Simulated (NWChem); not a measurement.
## What each level costs for H₂Si

```
Si
H 1 1.5340
H 1 1.5340 2 91.22
```
Charge 0, spin multiplicity 1.

All runs are NWChem calculations. The geometry was optimised at PBE0/def2-SVP, a minimum by its harmonic frequencies.

Basis set: def2-QZVP (130 functions). Each entry is one whole single-point run; the coupled-cluster runs use the TCE module, and the SCF and DFT modules converge to different thresholds.

The correlated methods keep 5 core orbitals frozen. B3LYP has NWChem's definition, with VWN1-RPA local correlation. The structure started from a generated list of species.

Task: Roughly how much processor time does each of these take, relative to RHF: MP2, B2PLYP, PBE, B3LYP, BLYP, CR-CCSD(T)?

Result: B3LYP about the same, within a factor of 3; PBE about the same, within a factor of 3; BLYP about the same, within a factor of 3; MP2 about the same, within a factor of 3; B2PLYP about 3; CR-CCSD(T) about 20 (rough ratios from shared machines).
